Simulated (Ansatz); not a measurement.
in.yaml

```yaml
crystal:
  periodic: [false, false, false]
  atoms:
    - {symbol: Si, position_ang: [0.000000, 0.000000, 0.555774]}
    - {symbol: N, position_ang: [0.000000, 0.000000, -1.292740]}
    - {symbol: H, position_ang: [0.000000, 1.301958, 1.239079]}
    - {symbol: H, position_ang: [0.000000, -1.301958, 1.239079]}
basis:
  gaussian: {orbitals: cc-pVDZ}
magnetization: {spin_polarized: true, initial_magnetization: 5}
correlation: {method: ccsdt_q, electrons: outside_noble_gas}
```

```sh
$ ansatz run in.yaml --threads 1 --pin off --events-out ev --progress --plain --max-ram 2393MiB
```

**Question.** Roughly how long does this take on 1 thread of Arm Neoverse V1, shared host, and how much host memory?

**Answer.** 18 s wall and 0.27 GiB.

```
779 factors; integrals over basis functions are off by at most 2.1e-7 eV
mean field evaluation 1: about -9365.6158 eV, gradient 1.1e1 eV
mean field evaluation 2: about -9365.6216 eV, gradient 1.1e1 eV
mean field evaluation 4: about -9366.8944 eV, gradient 1.5e0 eV
mean field evaluation 8: about -9366.9553 eV, gradient 9.3e-3 eV
mean field evaluation 16: about -9366.8875 eV, gradient 1.5e0 eV
mean field evaluation 32: about -9364.3673 eV, gradient 2.0e-3 eV
mean field evaluation 64: about -9364.2801 eV, gradient 4.3e-1 eV
mean field -9366.95534015 eV, -344.2292596002 hartree, gradient 1.8e-6 eV, S^2 8.763804; 2 other end points of the search recorded, 0 dependent functions left out
determinant -9366.95534015 eV, -344.2292596002 hartree, with singles and doubles -9372.16260516 eV, -344.4206230598 hartree
determinant -9364.36727711 eV, -344.1341500375 hartree, with singles and doubles -9369.97550217 eV, -344.3402485072 hartree
determinant -9364.28583377 eV, -344.1311570503 hartree, with singles and doubles -9369.86284500 eV, -344.3361084325 hartree
6 core orbitals not correlated: weight in the atoms' cores, before any rotation towards them, 1.000 or more for the frozen orbitals, at most 0.000 for the correlated occupied ones
reference -9366.95534015 eV, -344.2292596002 hartree; 8, 3 occupied and 28, 33 virtual orbitals, 779 factors
second order -4.15326555 eV of doubles, -0.00000000 eV of singles
cycle   1  -4.89519857 eV  change   -7.4e-1 eV  update   7.1e-2
cycle   2  -5.26671571 eV  change   -3.7e-1 eV  update   3.4e-2
cycle   3  -5.33394888 eV  change   -6.7e-2 eV  update   1.9e-2
cycle   4  -5.34493536 eV  change   -1.1e-2 eV  update   1.1e-2
cycle   5  -5.34793100 eV  change   -3.0e-3 eV  update   5.6e-3
cycle   6  -5.34930115 eV  change   -1.4e-3 eV  update   3.0e-3
cycle   7  -5.35046735 eV  change   -1.2e-3 eV  update   1.6e-3
cycle   8  -5.35225399 eV  change   -1.8e-3 eV  update   1.1e-3
cycle   9  -5.35216865 eV  change    8.5e-5 eV  update   6.6e-4
cycle  10  -5.35198245 eV  change    1.9e-4 eV  update   3.4e-4
cycle  11  -5.35216222 eV  change   -1.8e-4 eV  update   1.6e-4
cycle  12  -5.35225634 eV  change   -9.4e-5 eV  update   8.1e-5
cycle  13  -5.35232971 eV  change   -7.3e-5 eV  update   4.0e-5
cycle  14  -5.35231437 eV  change    1.5e-5 eV  update   2.1e-5
cycle  15  -5.35228961 eV  change    2.5e-5 eV  update   1.1e-5
cycle  16  -5.35228473 eV  change    4.9e-6 eV  update   5.1e-6
cycle  17  -5.35228399 eV  change    7.4e-7 eV  update   3.0e-6
cycle  18  -5.35228436 eV  change   -3.7e-7 eV  update   1.5e-6
cycle  19  -5.35228493 eV  change   -5.7e-7 eV  update   8.2e-7
perturbative correction -0.00461385 eV, -0.0001695558 hartree
Total energy: -9372.31223893 eV, -344.4261219992 hartree
```
